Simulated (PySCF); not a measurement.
Geometries of 4 isomers of C5H10O, from PBE0-D3(BJ)/def2-SVP geometry optimisation, gas phase in PySCF 2.14.0. One conformer each, no zero-point energy, no frequencies.

Task: Which isomer lies lowest at this level?
A.
```xyz
16
angstrom
O      1.286    0.185    1.441
C      1.146   -0.033    0.054
C      0.291   -1.279   -0.121
C     -1.143   -0.801    0.160
C     -1.138    0.722   -0.116
C      0.282    1.044   -0.600
H      1.696    1.047    1.566
H      2.136   -0.133   -0.432
H      0.624   -2.088    0.546
H      0.393   -1.637   -1.158
H     -1.409   -0.997    1.208
H     -1.878   -1.336   -0.459
H     -1.354    1.274    0.810
H     -1.900    1.024   -0.850
H      0.613    2.066   -0.351
H      0.357    0.943   -1.696
```
B.
```xyz
16
angstrom
C     -1.872   -1.072   -0.812
C     -1.068   -0.305   -0.069
C     -1.410    0.154    1.314
C      0.249    0.177   -0.604
O      1.260   -0.058    0.334
C      2.503    0.426   -0.062
H     -1.579   -1.403   -1.812
H     -2.853   -1.392   -0.448
H     -1.434    1.256    1.366
H     -0.633   -0.176    2.020
H     -2.385   -0.233    1.642
H      0.177    1.269   -0.813
H      0.477   -0.317   -1.570
H      3.223    0.209    0.740
H      2.861   -0.055   -0.994
H      2.486    1.522   -0.233
```
C.
```xyz
16
angstrom
O      2.487    0.891   -0.254
C      1.687   -0.253   -0.119
C      0.322    0.050    0.456
C     -0.675    0.864   -0.401
C     -1.802   -0.045    0.125
C     -0.730   -1.074    0.529
H      2.015    1.511   -0.820
H      2.232   -0.942    0.547
H      1.560   -0.783   -1.088
H      0.449    0.530    1.441
H     -0.497    0.701   -1.478
H     -0.757    1.947   -0.219
H     -2.582   -0.362   -0.583
H     -2.293    0.394    1.007
H     -0.851   -1.610    1.483
H     -0.565   -1.818   -0.268
```
D.
```xyz
16
angstrom
C      3.189   -0.471   -0.403
C      1.704   -0.423   -0.244
C      0.931    0.440   -0.920
O     -0.404    0.583   -0.869
C     -1.127   -0.263   -0.009
C     -2.592    0.077   -0.124
H      3.530   -1.460   -0.753
H      3.708   -0.279    0.552
H      3.542    0.278   -1.128
H      1.252   -1.130    0.458
H      1.365    1.156   -1.626
H     -0.769   -0.133    1.031
H     -0.941   -1.320   -0.283
H     -3.189   -0.568    0.537
H     -2.942   -0.065   -1.157
H     -2.770    1.125    0.157
```

Result: A. That is `C1CCC(O)C1` (cyclopentanol), 20.8 kcal/mol below the next.

| SMILES | atoms numbered as above | E (Eh) | relative (kcal/mol) | relative (kJ/mol) | dipole (D) |
| --- | --- | --- | --- | --- | --- |
| OC1CCCC1 | [OH:1][CH:2]1[CH2:3][CH2:4][CH2:5][CH2:6]1 | -271.26995 | 0.0 | 0.0 | 1.43 |
| C/C=C/OCC | [CH3:1]/[CH:2]=[CH:3]/[O:4][CH2:5][CH3:6] | -271.23687 | 20.8 | 86.8 | 0.98 |
| OCC1CCC1 | [OH:1][CH2:2][CH:3]1[CH2:4][CH2:5][CH2:6]1 | -271.23669 | 20.9 | 87.3 | 1.61 |
| C=C(C)COC | [CH2:1]=[C:2]([CH3:3])[CH2:4][O:5][CH3:6] | -271.22444 | 28.6 | 119.5 | 1.17 |

As drawn, the lowest has an O–H bond, which the highest lacks; the highest has a C=C bond outside aromatic rings, which the lowest lacks.
